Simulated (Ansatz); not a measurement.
Barrier C2H6 (SMILES CC) + NH2 (SMILES [NH2]) via C2H8N, on the benchmark's geometries as Psi4's copy gives them; open shells unrestricted, no zero-point energy, no spin–orbit coupling.
Transition structure (charge 0, multiplicity 2):
```
atom    x (Å)    y (Å)    z (Å)
----  -------  -------  -------
C     -1.4857  -0.4482   0.0000
C     -0.5050   0.7017   0.0000
N      1.8652  -0.3402  -0.0001
H     -1.3542  -1.0765  -0.8805
H     -1.3542  -1.0766   0.8804
H     -2.5170  -0.0862   0.0000
H     -0.5222   1.3161  -0.8972
H     -0.5222   1.3160   0.8973
H      0.6650   0.1480   0.0000
H      2.2466   0.1597  -0.8048
H      2.2464   0.1591   0.8052
```

Programs: Ansatz (an electronic-structure program). Values without a source in brackets are computed.

The barrier height (kcal/mol) and the share of exact exchange:

```json
[
 {"functional": "PBE/def2-TZVPPD", "exact exchange (%)": "0", "value": "1.56"},
 {"functional": "PBE0/def2-TZVPPD", "exact exchange (%)": "25", "value": "7.45"},
 {"functional": "BLYP/def2-TZVPPD", "exact exchange (%)": "0", "value": "5.31"},
 {"functional": "B3LYP/def2-TZVPPD", "exact exchange (%)": "20", "value": "8.84"},
 {"functional": "BHLYP/def2-TZVPPD", "exact exchange (%)": "50", "value": "15.02"},
 {"functional": "r2SCAN/def2-TZVPPD", "exact exchange (%)": "0", "value": "5.46"}
]
```

**Question.** Take the value as linear in the share of exact exchange along PBE and PBE0. Give the slope, say whether the sign turns, and set the other functionals against that line.

**Answer.** 
Slope: (7.45 − (1.56))/2.5 = 2.35 kcal/mol for each 10 %. The line keeps its sign from 0 to 100 %. At 50 % it gives 13.3 kcal/mol. The LYP pair gives (15.02 − (5.31))/5 = 1.94 for each 10 %. BHLYP, at 50 %, lies 1.7 from the PBE line. B3LYP, at 20 %, lies 2.6 from the PBE line. r2SCAN, with none, stands 3.9 from PBE.
